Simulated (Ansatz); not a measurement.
System: 1T (CdI2-type) SnSe₂. Method: HSE06 (PAW; Ansatz, a program for electronic structure).

Numerical settings: plane-wave cutoff 500 eV, 12×12×4 k mesh (along the axes of the cell as run), Fermi–Dirac smearing 0.05 eV, scalar-relativistic PAW data made under PBE.

Computed at the level's own relaxed cell.

**Question.** Predict the equilibrium volume per atom, lattice parameter a, lattice parameter c and band gap.

**Answer.** 
- equilibrium volume per atom: 29.26 Å³/atom
- lattice parameter a: 3.825 Å
- lattice parameter c: 6.929 Å
- band gap: 1.45 eV (on the SCF k mesh)

Measured, for comparison: band gap 0.98 eV (temperature not stated, no zero-point or thermal correction, indirect, our sources range from 0.98 to 1.06; as tabulated in Gonzalez and Oleynik (2016), arXiv:1609.04381); lattice parameter c 6.14 Å (temperature not stated, no zero-point or thermal correction; as tabulated in Gonzalez and Oleynik (2016), arXiv:1609.04381). Computed (rounded) less measured: lattice parameter c +12.9 %.

Note: exact exchange on metals is sensitive to the k mesh and can open a false gap; the cell comes from a level without a dispersion term, which matters for the spacing of layers, chains or molecules; the cell has widely spaced layers and the level no dispersion term, so their spacing and the moduli can rest on weak binding.

Spin–orbit coupling is not included.

Static lattice: no zero-point or thermal effects.

It cost roughly 50 core-minutes of CPU time.
